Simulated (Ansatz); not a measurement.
# C₄H₉N, SMILES C=C(N)CC: a single point from an input written key by key

With Ansatz 0.2.0, Python API.

Notebook, run cell by cell (the value of a cell's last expression is shown):

In [1]:
```python
import ansatz as az
```

In [2]:
```python
deck = {
    "crystal": {
        "periodic": [False, False, False],
        "atoms": [
            {"symbol": "C", "position_ang": [-0.533, 1.7126, 0.3547]},
            {"symbol": "C", "position_ang": [0.1379, 0.6263, 0.3461]},
            {"symbol": "N", "position_ang": [0.86, 0.2497, 1.424]},
            {"symbol": "C", "position_ang": [0.2547, -0.2602, -0.8756]},
            {"symbol": "C", "position_ang": [-0.5405, -1.5974, -0.6549]},
            {"symbol": "H", "position_ang": [-1.1682, 2.0683, -0.5225]},
            {"symbol": "H", "position_ang": [-0.5948, 2.4121, 1.2123]},
            {"symbol": "H", "position_ang": [1.753, -0.2845, 1.1922]},
            {"symbol": "H", "position_ang": [1.1106, 1.0248, 2.121]},
            {"symbol": "H", "position_ang": [-0.2702, 0.2307, -1.7134]},
            {"symbol": "H", "position_ang": [1.2146, -0.4674, -1.1239]},
            {"symbol": "H", "position_ang": [-1.5747, -1.416, -0.3628]},
            {"symbol": "H", "position_ang": [-0.1273, -2.1359, 0.157]},
            {"symbol": "H", "position_ang": [-0.535, -2.1924, -1.5256]},
        ],
    },
    "basis": {"gaussian": {"orbitals": "def2-SVP"}},
    "correlation": {"method": "mp2", "electrons": "all"},
}
session = az.Session.from_dict(deck)
data = session.plan(threads=1).execute().report
```

In [3]:
```python
for key in ("converged", "free_energy_ev", "reference_energy_ev", "n_frozen", "n_occupied", "n_virtual"):
    print(f"{key:22s} {data[key]}")
symbols = ["C", "C", "N", "C", "C", "H", "H", "H", "H", "H", "H", "H", "H", "H"]
print("correlation energy", round(data["free_energy_ev"] - data["reference_energy_ev"], 5), "eV")
cluster = data["correlation"].get("coupled_cluster")
if cluster:
    print("cycles", cluster["cycles"], " T1 diagnostic", round(cluster["t1_diagnostic"], 4), " largest double", round(cluster["largest_double"], 4))
field = data["mean_field"]
print("<S^2> =", round(abs(field["state"]["spin_squared"]), 4), " all-electron relativity setting:", field["relativity"])
print("passes:", field["passes"])
if "symmetry" in field:
    print("occupied orbitals by irrep:", field["symmetry"]["occupied"])
```
```text
converged              True
free_energy_ev         -5760.827378368603
reference_energy_ev    -5740.569462962576
n_frozen               0
n_occupied             [20, 20]
n_virtual              [95, 95]
correlation energy -20.25792 eV
<S^2> = 0.0  all-electron relativity setting: none
passes: {'evaluations': 10, 'products': 31}
occupied orbitals by irrep: [{'A': 20}, {'A': 20}]
```

Notes:
- The settings weren't tested for convergence.
- The geometry is a force-field or estimated start, not a minimum of this method, and the basis set is short of its limit.
- The whole script took 2.3 s on 1 thread of Arm Neoverse V1, with other jobs on the host, peak memory 0.25 GiB.
